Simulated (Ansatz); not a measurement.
# BH₃Cl radical: one structure at several levels

The task here is to estimate one member of a computed series from the others.

Program: Ansatz 0.2.0, Gaussian basis. Level of theory: single points in def2-TZVPP. These are calculated values, not measurements.

Correlated methods freeze the cores. Orbitals are unrestricted.

### Where the work starts

5 atoms, charge 0, spin multiplicity 2.

Atoms are counted from 1 here; the program's logs count them from 0.

Bond lengths: Cl1–B2 2.063 Å, B2–H4 1.201 Å, B2–H5 1.168 Å. Angles: Cl1–B2–H4 110.1°, Cl1–B2–H5 112.7°, H4–B2–H5 134.9°.

As a file:

```
Cl   -1.1005   -0.6694   -0.2375
B     0.2934    0.8173    0.0847
H    -0.5650   -2.2352   -0.2272
H     0.4704    0.9683    1.2626
H     0.8916    1.0916   -0.8800
```

The first run:

Contents of run/in.yaml:

```yaml
crystal:
  periodic: [false, false, false]
  atoms:
    - {symbol: Cl, position_ang: [-1.100500, -0.669400, -0.237500]}
    - {symbol: B, position_ang: [0.293400, 0.817300, 0.084700]}
    - {symbol: H, position_ang: [-0.565000, -2.235200, -0.227200]}
    - {symbol: H, position_ang: [0.470400, 0.968300, 1.262600]}
    - {symbol: H, position_ang: [0.891600, 1.091600, -0.880000]}
basis:
  gaussian: {orbitals: def2-TZVPP}
magnetization: {spin_polarized: true, initial_magnetization: 1}
correlation: {method: ccsd_t}
scf: {omitted_lower_state_checks: [cluster_reference]}
output: {forces: true}
```

The command line of these runs was not kept.

Among the steps run: CCSD(T)/def2-TZVPP; PBE0-D4/def2-TZVPP; wB97M-V/def2-TZVPP; r2SCAN-D4/def2-TZVPP; PBE-D4/def2-TZVPP; revPBE-D4/def2-TZVPP; BLYP-D4/def2-TZVPP.

One table of the session follows, with a row left open; its other results are not shown here.

| method | RMS force component (eV/Å) | angle to CCSD(T) forces (°) | dipole (D) |
| --- | --- | --- | --- |
| CCSD(T) | 0.984 | reference | 0.64 |
| PBE0-D4 | 0.942 | 8.2 | 0.46 |
| wB97M-V | 0.955 | 4.7 | 0.63 |
| r2SCAN-D4 | 0.864 | 8.7 | 0.41 |
| PBE-D4 | 0.836 | 12.1 | 0.38 |
| revPBE-D4 | 0.812 | 12.1 | 0.35 |
| BLYP-D4 | ? | ? | ? |

Q: Estimate the row for BLYP-D4 from the others.

**Answer.** RMS force component (eV/Å): 0.731; angle to CCSD(T) forces (°): 7.3; dipole (D): 0.33. In the column «RMS force component (eV/Å)» it is the lowest.
